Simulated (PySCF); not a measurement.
# BN, singlet: reading a ladder of total energies

Geometry: a PBE0/def2-TZVP stationary point for this spin.

| atom | x (Å) | y (Å) | z (Å) |
| --- | --- | --- | --- |
| B | 0.0000 | 0.0000 | 0.0000 |
| N | 0.0000 | 0.0000 | 1.2615 |

Basis 6-31G; PySCF 2.14.0. Only valence electrons are correlated (noble-gas cores frozen), which leaves 8 electrons in 16 orbitals. Prefix R: restricted or restricted open-shell reference.

Full CI is exact within this basis and frozen core; it isn't the basis-set limit.

RCCSD has a T1 diagnostic of 0.101 and a largest doubles amplitude of 0.29.

| level | total energy (hartree) |
| --- | --- |
| RHF | -78.852390 |
| RMP2 | -79.087271 |
| RCCSD | -79.084948 |
| RCCSD(T) | -79.112735 |
| RCCSDT | -79.107183 |
| RCCSDT(Q) | -79.109344 |
| full CI | -79.108265 |

Q: What is the correlation energy at full CI, and what share of it do RMP2 and RCCSD recover?

A: E(corr) = -79.108265 − (-78.852390) = -0.255875 hartree = -6.963 eV. RMP2: -0.234881 / -0.255875 = 91.80 %. RCCSD: -0.232558 / -0.255875 = 90.89 %.

Q: By how many kcal/mol does RCCSD(T) miss full CI (1 hartree = 627.509 kcal/mol), and which steps make up the rest?

A: -79.112735 − (-79.108265) = -0.004470 hartree = -2.80 kcal/mol. Steps: RCCSDT − RCCSD(T) = 3.48, RCCSDT(Q) − RCCSDT = -1.36, full CI − RCCSDT(Q) = 0.68 kcal/mol. With more than one leading determinant such errors change with state and geometry, and needn't cancel in differences.
